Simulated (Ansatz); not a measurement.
The parent structure is AlAs in the zinc blende structure (space group F-43m, No. 216).

```yaml
crystal:
  lattice:
    - [0.00000, 2.86422, 2.86422]
    - [2.86422, 0.00000, 2.86422]
    - [2.86422, 2.86422, 0.00000]
  atoms:
    - { symbol: As, position: [0.75000, 0.75000, 0.75000] }
    - { symbol: Al, position: [0.00000, 0.00000, 0.00000] }
```

Method: PBE in Ansatz (plane waves to 420 eV, PAW, no spin-orbit coupling).

Now apply this change: In takes the place of Al on all its sites; the structure is relaxed again.

Measured lattice parameter a: AlAs 5.649 Å (static lattice; corrected from measurement; as listed in Daniel Mejia-Rodriguez, S. B. Trickey, Phys. Rev. B (2018)); InAs 6.047 Å (static lattice; corrected from measurement; as listed in Daniel Mejia-Rodriguez, S. B. Trickey, Phys. Rev. B (2018)).

Question: How well does PBE reproduce the measured shift?

Answer: With PBE the lattice parameter a moves by +0.458 Å (5.728 → 6.186) against +0.398 Å measured.

Stability against distortions was not tested. All final runs are without spin polarisation.

Ansatz is a quantum-chemistry and plane-wave program.
